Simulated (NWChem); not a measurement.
The numbers come from NWChem runs, not from measurements. System: Li2, charge 0, spin multiplicity 1, at a geometry optimised with PBE0/def2-SVP. The structure started from a generated list of species. Level: CCSD(T)/def2-TZVP, no orbitals frozen.

NWChem printed:

```
             Northwest Computational Chemistry Package (NWChem) 7.3.0
             --------------------------------------------------------

                                NWChem Input Module
                                -------------------

 Scaling coordinates for geometry "geometry" by  1.889725989
 (inverse scale =  0.529177249)

 Turning off AUTOSYM since
 SYMMETRY directive was detected!

                             Geometry "geometry" -> ""
                             -------------------------

 Output coordinates in angstroms (scale by  1.889725989 to convert to a.u.)

  No.       Tag          Charge          X              Y              Z
 ---- ---------------- ---------- -------------- -------------- --------------
    1 Li                   3.0000     0.00000000     0.00000000     1.39355900
    2 Li                   3.0000     0.00000000     0.00000000    -1.39355900

 Effective nuclear repulsion energy (a.u.)       1.7087885195

            Nuclear Dipole moment (a.u.)
            ----------------------------
        X                 Y               Z
 ---------------- ---------------- ----------------
     0.0000000000     0.0000000000     0.0000000000

      Symmetry information
      --------------------

 Group name             D2h
 Group number             26
 Group order               8
 No. of unique centers     1

      Symmetry unique atoms

     1


 Summary of "ao basis" -> "" (spherical)
 ------------------------------------------------------------------------------
       Tag                 Description            Shells   Functions and Types
 ---------------- ------------------------------  ------  ---------------------
 *                         def2-tzvp                  on all atoms

 Summary of "ao basis" -> "ao basis" (spherical)
 ------------------------------------------------------------------------------
       Tag                 Description            Shells   Functions and Types
 ---------------- ------------------------------  ------  ---------------------
 Li                        def2-tzvp                 8       14   5s3p

                                 NWChem SCF Module
                                 -----------------

  ao basis        = "ao basis"
  functions       =    28
  atoms           =     2
  closed shells   =     3
  open shells     =     0
  charge          =   0.00
  wavefunction    = RHF
  use symmetry    = T
  symmetry adapt  = T

 Summary of "ao basis" -> "ao basis" (spherical)
[...]
         Wavefunction type : Restricted Hartree-Fock
          No. of electrons :     6
           Alpha electrons :     3
            Beta electrons :     3
           No. of orbitals :    56
            Alpha orbitals :    28
             Beta orbitals :    28
        Alpha frozen cores :     0
         Beta frozen cores :     0
     Alpha frozen virtuals :     0
      Beta frozen virtuals :     0
         Spin multiplicity : singlet
    Number of AO functions :    28
       Number of AO shells :    16
        Use of symmetry is : on
      Symmetry adaption is : on
         Schwarz screening : 0.10D-09

          Correlation Information
          -----------------------
          Calculation type : Coupled-cluster singles & doubles w/ perturbation
   Perturbative correction : (T)
            Max iterations :      100
        Residual threshold : 0.10D-05
     T(0) DIIS level shift : 0.00D+00
     L(0) DIIS level shift : 0.00D+00
     T(1) DIIS level shift : 0.00D+00
     L(1) DIIS level shift : 0.00D+00
     T(R) DIIS level shift : 0.00D+00
     T(I) DIIS level shift : 0.00D+00
   CC-T/L Amplitude update :  5-th order DIIS
                I/O scheme : Global Array Library
        L-threshold :  0.10D-05
        EOM-threshold :  0.10D-05
 no EOMCCSD initial starts read in
 TCE RESTART OPTIONS
 SLICE:      F
 D4D5:       F
 quantumc:   F
 qrotation:  F
 pwtce:      F
 qducc:      F
 nacto:                         0
 nrotv:                         0
 nrot:                          0

            Memory Information
            ------------------
          Available GA space size is     249036016 doubles
          Available MA space size is     104856284 doubles

 Maximum block size supplied by input
 Maximum block size        24 doubles

 tile_dim =      7

 -------------------------------------------------

 Global array virtual files algorithm will be used

 Parallel file system coherency ......... OK

 4-electron integrals stored in orbital form

 v2    file size   =            23785
 4-index algorithm nr.  13 is used
 imaxsize =       30
 imaxsize ichop =        0


CCSD iterations
 ---------------------------------------------------------
 Iter          Residuum       Correlation     Cpu    Wall
 ---------------------------------------------------------
    1   0.1263208362557  -0.0767954359446     0.1     0.1
    2   0.0254541822593  -0.0897242839639     0.1     0.1
    3   0.0111903699005  -0.0930503262928     0.1     0.1
    4   0.0063971089890  -0.0943272379877     0.1     0.1
    5   0.0037911433693  -0.0949418120283     0.1     0.1
    6   0.0003713289150  -0.0957152947339     0.1     0.1
    7   0.0001676728663  -0.0957088805062     0.1     0.1
    8   0.0000970612712  -0.0957076117190     0.1     0.1
    9   0.0000597262371  -0.0957074213027     0.1     0.1
   10   0.0000376624137  -0.0957076507830     0.1     0.1
   11   0.0000060265496  -0.0957084880722     0.1     0.1
   12   0.0000028386514  -0.0957087097608     0.1     0.1
   13   0.0000017032815  -0.0957088166957     0.1     0.1
   14   0.0000010891520  -0.0957088751022     0.1     0.1
   15   0.0000007179121  -0.0957089081662     0.1     0.1
 -----------------------------------------------------------------
 Iterations converged
 CCSD correlation energy / hartree =        -0.095708908166175
 CCSD total energy / hartree       =       -14.966671498800856

 Singles contributions

 Doubles contributions
     7ag  (alpha)     7ag  (beta ) ---     3ag  (alpha)     3ag  (beta )       -0.1093704416
     4b1u (alpha)     4b1u (beta ) ---     3ag  (alpha)     3ag  (beta )       -0.1097150946
     5b2u (alpha)     5b2u (beta ) ---     3ag  (alpha)     3ag  (beta )       -0.1676132844
     6b3u (alpha)     6b3u (beta ) ---     3ag  (alpha)     3ag  (beta )       -0.1676132844
 CCSD(T)
 Using plain CCSD(T) code
             total no. of tasks          134
 total no. of tasks / no. procs          134
                         wl_min           54           1.9
                         wl_max         2352           3.6
        thresh for no. of tasks          134

 CCSD[T]  correction energy / hartree =        -0.000353702396093
 CCSD[T] correlation energy / hartree =        -0.096062610562268
 CCSD[T] total energy / hartree       =       -14.967025201196950
 CCSD(T)  correction energy / hartree =        -0.000352283635625
 CCSD(T) correlation energy / hartree =        -0.096061191801800
 CCSD(T) total energy / hartree       =       -14.967023782436481

 Task  times  cpu:        1.3s     wall:        1.3s

 Total times  cpu:        1.4s     wall:        1.4s
```

Task: Write an NWChem input that would produce this output.

Result: One answer among several that fit: 
```
start mol
memory heap 100 mb stack 700 mb global 1900 mb
geometry units angstroms nocenter noautoz
  Li     0.000000     0.000000     1.393559
  Li     0.000000     0.000000    -1.393559
  symmetry group D2h
end
basis spherical
  * library def2-tzvp
end
scf
  rhf
  nopen 0
  maxiter 100
  thresh 1e-7
  semidirect memsize 60000000 filesize 0
end
tce
  ccsd(t)
  2eorb
  2emet 13
  thresh 1e-6
  maxiter 100
  tilesize 24
end
task tce energy
```
